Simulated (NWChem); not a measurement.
Everything below was run with NWChem. System: CS, charge 0, spin multiplicity 1, at a geometry optimised with PBE/def2-SVP. The structure started from a generated list of species. Level: RHF/6-31+G* (spherical d).

Job file:

```
start mol
memory heap 200 mb stack 900 mb global 1100 mb
geometry units angstroms nocenter noautoz
  C      0.000000     0.000000     1.129551
  S      0.000000     0.000000    -0.423582
  symmetry group C2v
end
basis spherical
  * library 6-31+g*
end
scf
  rhf
  nopen 0
  maxiter 100
  thresh 1e-7
  semidirect memsize 60000000 filesize 0
end
task scf energy
```

NWChem printed:

```
             Northwest Computational Chemistry Package (NWChem) 7.3.0
             --------------------------------------------------------

                                NWChem Input Module
                                -------------------

 Scaling coordinates for geometry "geometry" by  1.889725989
 (inverse scale =  0.529177249)

 Turning off AUTOSYM since
 SYMMETRY directive was detected!

                             Geometry "geometry" -> ""
                             -------------------------

 Output coordinates in angstroms (scale by  1.889725989 to convert to a.u.)

  No.       Tag          Charge          X              Y              Z
 ---- ---------------- ---------- -------------- -------------- --------------
    1 C                    6.0000     0.00000000     0.00000000     1.12955100
    2 S                   16.0000     0.00000000     0.00000000    -0.42358200

 Effective nuclear repulsion energy (a.u.)      32.7087351205

            Nuclear Dipole moment (a.u.)
            ----------------------------
        X                 Y               Z
 ---------------- ---------------- ----------------
     0.0000000000     0.0000000000    -0.0000113384

      Symmetry information
      --------------------

 Group name             C2v
 Group number             16
 Group order               4
 No. of unique centers     2

      Symmetry unique atoms

     1    2


 Summary of "ao basis" -> "" (spherical)
 ------------------------------------------------------------------------------
       Tag                 Description            Shells   Functions and Types
 ---------------- ------------------------------  ------  ---------------------
 *                          6-31+g*                   on all atoms

 Summary of "ao basis" -> "ao basis" (spherical)
 ------------------------------------------------------------------------------
       Tag                 Description            Shells   Functions and Types
 ---------------- ------------------------------  ------  ---------------------
 C                          6-31+g*                  8       18   4s3p1d
[...]
   Bfn.  Coefficient  Atom+Function         Bfn.  Coefficient  Atom+Function
  ----- ------------  ---------------      ----- ------------  ---------------
    26      0.596690  2 S  py                30      0.300114  2 S  py
     4      0.270026  1 C  py                22     -0.226017  2 S  py
     8      0.173681  1 C  py

 Vector   11  Occ=2.000000D+00  E=-4.611963D-01  Symmetry=b1
              MO Center=  5.1D-16,  5.8D-33,  1.7D-02, r^2= 1.6D+00
   Bfn.  Coefficient  Atom+Function         Bfn.  Coefficient  Atom+Function
  ----- ------------  ---------------      ----- ------------  ---------------
    25      0.596690  2 S  px                29      0.300114  2 S  px
     3      0.270026  1 C  px                21     -0.226017  2 S  px
     7      0.173681  1 C  px

 Vector   12  Occ=0.000000D+00  E= 4.550737D-02  Symmetry=b2
              MO Center= -2.8D-31, -4.3D-15,  5.8D-01, r^2= 4.3D+00
   Bfn.  Coefficient  Atom+Function         Bfn.  Coefficient  Atom+Function
  ----- ------------  ---------------      ----- ------------  ---------------
    12      0.761036  1 C  py                34     -0.670453  2 S  py
     8      0.424204  1 C  py                 4      0.401041  1 C  py
    26     -0.320525  2 S  py                30     -0.315782  2 S  py

 Vector   13  Occ=0.000000D+00  E= 4.550737D-02  Symmetry=b1
              MO Center=  2.1D-14,  9.7D-32,  5.8D-01, r^2= 4.3D+00
   Bfn.  Coefficient  Atom+Function         Bfn.  Coefficient  Atom+Function
  ----- ------------  ---------------      ----- ------------  ---------------
    11      0.761036  1 C  px                33     -0.670453  2 S  px
     7      0.424204  1 C  px                 3      0.401041  1 C  px
    25     -0.320525  2 S  px                29     -0.315782  2 S  px

 Vector   14  Occ=0.000000D+00  E= 8.105053D-02  Symmetry=a1
              MO Center=  1.7D-14, -1.4D-13,  7.8D-01, r^2= 1.1D+01
   Bfn.  Coefficient  Atom+Function         Bfn.  Coefficient  Atom+Function
  ----- ------------  ---------------      ----- ------------  ---------------
    32      9.032762  2 S  s                 10     -7.900761  1 C  s
    35      2.790841  2 S  pz                13      2.650248  1 C  pz
    28     -0.564214  2 S  s                 31      0.259084  2 S  pz
     6     -0.169159  1 C  s

 center of mass
 --------------
 x =   0.00000000 y =   0.00000000 z =   0.00050791

 moments of inertia (a.u.)
 ------------------
          75.160568596555           0.000000000000           0.000000000000
           0.000000000000          75.160568596555           0.000000000000
           0.000000000000           0.000000000000           0.000000000000

  Mulliken analysis of the total density
  --------------------------------------

    Atom       Charge   Shell Charges
 -----------   ------   -------------------------------------------------------
    1 C    6     6.16   2.00  0.83  1.39  0.94  0.75  0.21  0.00  0.04
    2 S   16    15.84   2.00  2.00  5.98  1.33  2.93  0.55  1.08 -0.07 -0.01  0.06

       Multipole analysis of the density wrt the origin
       ------------------------------------------------

     L   x y z        total         open         nuclear
     -   - - -        -----         ----         -------
     0   0 0 0     -0.000000      0.000000     22.000000

     1   1 0 0     -0.000000      0.000000      0.000000
     1   0 1 0      0.000000      0.000000      0.000000
     1   0 0 1     -0.516096      0.000000     -0.000011

     2   2 0 0    -13.919004      0.000000      0.000000
     2   1 1 0      0.000000      0.000000      0.000000
     2   1 0 1     -0.000000      0.000000      0.000000
     2   0 2 0    -13.919004      0.000000      0.000000
     2   0 1 1      0.000000      0.000000      0.000000
     2   0 0 2    -15.556356      0.000000     37.589238

 Task  times  cpu:        0.1s     wall:        0.1s

 Total times  cpu:        0.1s     wall:        0.1s
```
